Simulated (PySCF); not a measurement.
**SiH₄ + CH₂ → SiH₂ + CH₄**

Level: PBE0 in the def2-TZVP basis family, all electrons, no relativity, computed in PySCF with density fitting; open shells unrestricted.

```
species                            state and structure  ZPE (kJ/mol)  H(298 K) − H(0) (kJ/mol)  S° (J/(mol K))
   SiH₄                 singlet, Td, Si–H 1.485 Å (×4)          81.5                      10.5           204.7
    CH₂   triplet, C2v, C–H 1.079 Å (×2); H–C–H 134.8°          45.5                      10.0           195.3
   SiH₂  singlet, C2v, Si–H 1.526 Å (×2); H–Si–H 91.1°          30.6                      10.0           207.5
    CH₄                  singlet, Td, C–H 1.090 Å (×4)         117.5                      10.0           186.2
```

(1) Is the gas-phase reaction uphill or downhill in electronic energy at this level, and by how much?

(2) Add zero-point, thermal and entropy terms for 298.15 K and 1 bar.

Results:

(1) At PBE0/def2-TZVP, ΔE = -233.0 kJ/mol, downhill. Both ends count: the low oxidation state of carbon is very reactive, and silicon holds its high one more weakly.

(2) ΔZPE = 21.1 and Δ[H(298) − H(0)] = -0.5 kJ/mol give ΔH° = -212.4 kJ/mol. ΔS° = -6.3 J/(mol K), so ΔG° = -212.4 − 298.15 × (-0.0063) = -211 kJ/mol.

Each species is the lowest minimum found with this bonding; other isomers or fragments can lie lower.
